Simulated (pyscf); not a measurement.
Structures and frequencies: ωB97X-D3(BJ)/def2-SVP in PySCF. Correlated levels are frozen-core, on RHF or UHF. ΔMP2 is the change of the MP2 total energy from the triple- to the quadruple-zeta basis.

**Question.** For HO–GaH–F → HO–Ga [singlet] + HF, a 1,1-elimination (singlet surface; F–Ga, Ga–H broken, F–H formed), PBE/def2-TZVP gives ΔE‡ = 44.8 kcal/mol and ΔE = +22.5 kcal/mol (zero: the reactant's lowest minimum found). In which direction and how far do B3LYP-D3(BJ)/def2-TZVP, PBE0-D3(BJ)/def2-TZVP, CCSD(T)/def2-TZVPP + ΔMP2(QZVPP) move these?

**Answer.** B3LYP-D3(BJ): ΔE‡ = 52.0 kcal/mol, ΔE = +21.5 kcal/mol; PBE0-D3(BJ): ΔE‡ = 53.3 kcal/mol, ΔE = +25.0 kcal/mol; CCSD(T): ΔE‡ = 57.3 kcal/mol, ΔE = +23.9 kcal/mol. PBE's barrier lies under all of them, by 7.3 to 12.5 kcal/mol. Its reaction energy lies among theirs. Low barriers are usual for a GGA, whose delocalisation error favours stretched bonds. On the reactant side the descent ends in a point that may be a rotor saddle (no frequency run), 1.7 kcal/mol over the lowest minimum found and 57.0 kcal/mol under the saddle at ωB97X-D3(BJ)/def2-TZVP. One saddle was located; it need not be the lowest between these sides. The CCSD(T) − MP2 part came from Ansatz, without density fitting, on the same reference. The frozen core leaves the outer d or s,p core shells of the metals and heavy elements correlated in the MP2 and CC values, and def2-TZVPP describes them poorly, which can shift differences by a few kcal/mol. Elements up to Kr have no core potential and no relativistic terms here.
